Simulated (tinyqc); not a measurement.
Inside a calculation. Method: Born-Oppenheimer dynamics on the unrestricted PBE/sto-6g surface (energies and gradients from PySCF), for NH3+, spin multiplicity 2. Computed by tinyqc, a small Python program that keeps every step (integrals from PySCF). Settings: charge = 1, multiplicity = 2, basis = sto-6g, functional = pbe,pbe, time step (fs) = 1.0, steps = 24. Command: `OMP_NUM_THREADS=1 python tinyqc.py 30841 30842 out.jsonl` (the two numbers bound the seeds that draw the settings). One thread of a shared host (Intel(R) Xeon(R) Processor @ 2.60GHz), about 30 s of CPU time with the checks.

## Velocity Verlet step 1

positions (bohr):
```
            x          y          z
1N   0.015118  -0.068030   0.442196
2H   1.678077  -0.122832   0.071810
3H  -0.916517   1.411625   0.047243
4H  -0.967540  -1.534458  -0.005669
```

velocities (bohr per atomic time unit):
```
               x             y             z
1N   0.000026459   0.000004380   0.000013436
2H  -0.000117541  -0.000092620  -0.000001564
3H  -0.000078541  -0.000048620  -0.000046564
4H  -0.000171541   0.000080380  -0.000138564
```

gradient (hartree/bohr):
```
              x            y            z
1N   0.10421741   0.01814547  -0.07474836
2H  -0.24425322   0.00529816   0.03936254
3H   0.07355554  -0.13943524   0.01873899
4H   0.06648025   0.11599071   0.01664530
```

masses (electron masses): 1N 25526.042363, 2H 1837.152588, 3H 1837.152588, 4H 1837.152588

gradient after step 1 (hartree/bohr):
```
              x            y            z
1N   0.05044446   0.01123766  -0.03098864
2H  -0.13487543   0.00202267   0.01691047
3H   0.04323723  -0.09054814   0.00741803
4H   0.04119188   0.07728664   0.00665936
```

dt = 1 fs = 41.3414 atomic units; x' = x + v dt - g dt^2 / (2m); after the new gradient g', v' = v - (g + g') dt / (2m).

positions after step 1 (bohr):
```
            x          y          z
1N   0.012723  -0.068457   0.445254
2H   1.786832  -0.129126   0.053435
3H  -0.953979   1.474474   0.036602
4H  -1.005555  -1.585088  -0.019140
```

velocities after step 1 (bohr per atomic time unit):
```
               x             y             z
1N  -0.000098785  -0.000019414   0.000099061
2H   0.004148217  -0.000174990  -0.000634718
3H  -0.001392633   0.002539034  -0.000340869
4H  -0.001383012  -0.002094276  -0.000400775
```

## Velocity Verlet step 2

gradient after step 2 (hartree/bohr):
```
              x            y            z
1N  -0.00231503   0.00110219   0.02825816
2H   0.00491103  -0.00212944  -0.01009533
3H  -0.00298252  -0.01199140  -0.00922499
4H   0.00038660   0.01301877  -0.00893809
```

As before.

positions after step 2 (bohr):
```
            x          y          z
1N   0.006950  -0.069635   0.450387
2H   2.021063  -0.137301   0.019329
3H  -1.031664   1.621560   0.019059
4H  -1.081891  -1.707618  -0.038806
```

velocities after step 2 (bohr per atomic time unit):
```
               x             y             z
1N  -0.000137759  -0.000029407   0.000101272
2H   0.005610509  -0.000173789  -0.000711399
3H  -0.001845558   0.003692755  -0.000320538
4H  -0.001850832  -0.003110346  -0.000375136
```

## Energy conservation

The total energy should stay constant up to terms of order dt^2; the step counts as short enough if it moves by less than 2 % of the largest kinetic energy.

Trajectory:

| time (fs) | 1N-2H (angstrom) | potential (hartree) | kinetic (hartree) | total (hartree) |
|---|---|---|---|---|
| 0.000000 | 0.902029 | -55.88108429 | 0.00009249 | -55.88099181 |
| 1.000000 | 0.961978 | -55.91875789 | 0.03020280 | -55.88855509 |
| 2.000000 | 1.090547 | -55.94728322 | 0.05770324 | -55.88957998 |
| 3.000000 | 1.215465 | -55.93070051 | 0.04395433 | -55.88674618 |
| 4.000000 | 1.304167 | -55.90317584 | 0.01794773 | -55.88522811 |
| 5.000000 | 1.345610 | -55.88839710 | 0.00361734 | -55.88477976 |
| 6.000000 | 1.336723 | -55.89410840 | 0.00919714 | -55.88491126 |
| 7.000000 | 1.277846 | -55.91800422 | 0.03223628 | -55.88576794 |
| 8.000000 | 1.173665 | -55.94591649 | 0.05800557 | -55.88791092 |
| 9.000000 | 1.040640 | -55.94712440 | 0.05707156 | -55.89005284 |
| 10.000000 | 0.925264 | -55.90515704 | 0.02049388 | -55.88466316 |
| 11.000000 | 0.911774 | -55.90181974 | 0.01815778 | -55.88366197 |
| 12.000000 | 1.014881 | -55.94623541 | 0.05598959 | -55.89024582 |
| 13.000000 | 1.150924 | -55.94702651 | 0.05900825 | -55.88801826 |
| 14.000000 | 1.264126 | -55.91890550 | 0.03317974 | -55.88572576 |
| 15.000000 | 1.333418 | -55.89468341 | 0.00982442 | -55.88485899 |
| 16.000000 | 1.352333 | -55.88879427 | 0.00404756 | -55.88474671 |
| 17.000000 | 1.319661 | -55.90327161 | 0.01806784 | -55.88520377 |
| 18.000000 | 1.237450 | -55.93030102 | 0.04364984 | -55.88665118 |
| 19.000000 | 1.114480 | -55.94738671 | 0.05813068 | -55.88925603 |
| 20.000000 | 0.978456 | -55.92244959 | 0.03364270 | -55.88880689 |
| 21.000000 | 0.897928 | -55.88241502 | 0.00127565 | -55.88113936 |
| 22.000000 | 0.948508 | -55.91709022 | 0.02872729 | -55.88836294 |
| 23.000000 | 1.079835 | -55.94646226 | 0.05682521 | -55.88963705 |
| 24.000000 | 1.212209 | -55.93047160 | 0.04370994 | -55.88676166 |

The total energy moves within 9.3e-03 hartree; that is over 2 % of the largest kinetic energy, so the time step is too long.
